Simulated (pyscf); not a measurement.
H₃Si–Cl + NH₃ -> H₂N–SiH₂–Cl + H₂ (four-centre exchange; singlet surface; H–Si, H–N broken, N–Si, H–H formed). PySCF, gas phase, ωB97X-D3(BJ)/def2-SVP geometries. Rate constants from transition-state theory, ωB97M-D3(BJ)/def2-TZVP energies (ideal gas, 1 atm, RRHO with modes under 100 cm⁻¹ raised to 100, one conformer, R ln 2 for chiral ones without a mode under 150 cm⁻¹; no tunnelling), k in cm³ molecule⁻¹ s⁻¹.

| T (K) | 1000/T | log10 k |
|---|---|---|
| 298 | 3.354 | -41.95 |
| 600 | 1.667 | -27.27 |
| 900 | 1.111 | ? |
| 1200 | 0.833 | -19.58 |

Question: Fit an Arrhenius line to the three values, give the activation energy, and predict k at 900 K.

Answer: Least squares gives log10 k = -12.33 − 8.85 × 1000/T, so Ea = 8.85 × ln 10 × 1.987 = 40.5 kcal/mol, against an electronic barrier of 40.1. At 900 K the line gives -22.16; the computed value is -22.22 (ΔG‡ = 68.3 kcal/mol), close to the line. On the reactant side the descent ends in a complex, 7.7 kcal/mol under the separated species and 47.9 kcal/mol under the saddle at ωB97X-D3(BJ)/def2-TZVP. One saddle was located; it need not be the lowest between these sides.
